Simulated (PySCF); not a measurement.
## butanal: calculation against experiment

**Measured values to compare with.**

NIST CCCBDB Release 22 (SRD 101), experimental polarizabilities lists, for the gas: mean polarisability 8.18 Å³.

How close the calculation comes is told at the end.

Species: butanal, C4H8O.
SMILES with atom numbers: `[CH3:1][CH2:2][CH2:3][CH:4]=[O:5]` (hydrogens: H6, H7, H8 on C1; H9, H10 on C2; H11, H12 on C3; H13 on C4)

Structure used (PBE0-D3(BJ)/def2-TZVP), in Å, numbered top down from 1:
```xyz
13
C4H8O angstrom
C     -1.6482    0.0820    0.7951
C     -0.2803   -0.4950    0.4766
C      0.5461    0.4252   -0.3981
C      1.9099   -0.0888   -0.7417
O      2.3611   -1.1391   -0.3744
H     -2.2258   -0.5949    1.4278
H     -1.5638    1.0367    1.3218
H     -2.2271    0.2590   -0.1157
H     -0.3832   -1.4624   -0.0227
H      0.2707   -0.6973    1.3991
H      0.6862    1.4093    0.0720
H      0.0373    0.6461   -1.3472
H      2.5147    0.5873   -1.3866
```

Runs made with PySCF (gas phase, on this PBE0-D3(BJ)/def2-TZVP geometry; no spin–orbit coupling):

```json
{"level": "CAM-B3LYP/aug-cc-pVTZ", "job": "10 singlets by full TDDFT, 4 Tamm–Dancoff triplets, polarisability", "basis functions": "414"}
{"level": "PBE0/aug-cc-pVTZ", "job": "10 singlets by full TDDFT, 4 Tamm–Dancoff triplets, polarisability, dynamic polarisability", "basis functions": "414"}
{"level": "wB97X-D/aug-cc-pVTZ", "job": "10 singlets by full TDDFT, 4 Tamm–Dancoff triplets, polarisability, ΔSCF ions", "basis functions": "414"}
```

Results beside the measurements:

**Mean polarisability.** Measured: 8.18 Å³ (NIST CCCBDB Release 22 (SRD 101), experimental polarizabilities).

```
                level  computed (Å³)  computed − measured (Å³)  % (from the printed values)
CAM-B3LYP/aug-cc-pVTZ           7.98                     -0.20                           -2
     PBE0/aug-cc-pVTZ           8.05                     -0.13                           -2
  wB97X-D/aug-cc-pVTZ           7.98                     -0.20                           -2
```

All 3 levels lie below the measurement. The computed values are static and purely electronic, with core orbitals frozen in the response (1 au = 0.148185 Å³). The table of measured values doesn't say here whether a value is static or optical, or holds a vibrational part. The measurement averages over conformers, the calculation has one.

No measured geometry was used, and the causes of the misses weren't examined.
